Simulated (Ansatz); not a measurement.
# Property card for Ti3Al

Theory: Ansatz 0.2.0, DFT r2SCAN, scalar-relativistic, plane waves, PAW.

Settings: cutoff 500 eV, Γ-centred mesh 12×12×12 on the computed 4-atom cell, Gaussian smearing of 0.10 eV; collinear spin from starting moments 0.3 0.3 1.5 0 μB.

The structure is relaxed at this level of theory with its symmetry kept. Whether it is the stable form of this composition wasn't checked.

```xyz
4
Lattice="0.0000 3.2304 3.2304 3.2304 0.0000 3.2304 3.2304 3.2304 0.0000" Properties=species:S:1:pos:R:3 pbc="T T T"
Ti    4.8455    4.8455    4.8455
Ti    1.6152    1.6152    1.6152
Ti    0.0000    0.0000    0.0000
Al    3.2304    3.2304    3.2304
```

```json
{
 "Space group": "Fm-3m (No. 225)",
 "Volume per atom": "113.7 bohr³",
 "Formation energy from the elements' standard states (uncorrected)": "-0.238 eV/atom",
 "Generalised Kohn–Sham band gap": "none (metal)",
 "Density of states at the Fermi level": "3.54 states/eV per cell",
 "Löwdin character within 0.5 eV of the Fermi level": "Ti 3d 85 %, unprojected 6 %",
 "Bulk modulus": "114 GPa",
 "Its pressure derivative": "3.8",
 "Bader charges (e)": "Ti (2 in the cell) 0.57, Ti (1 in the cell) 0.28, Al (1 in the cell) -1.42",
 "Total moment": "2.44 μB per cell",
 "Site moments (μB; atoms counted from 1 over the whole cell)": "Ti (atom 1) 0.28, Ti (atom 2) 0.28, Ti (atom 3) 1.36, Al (atom 4) -0.06"
}
```

The state reached may not be the lowest one.

Only this magnetic start was tried.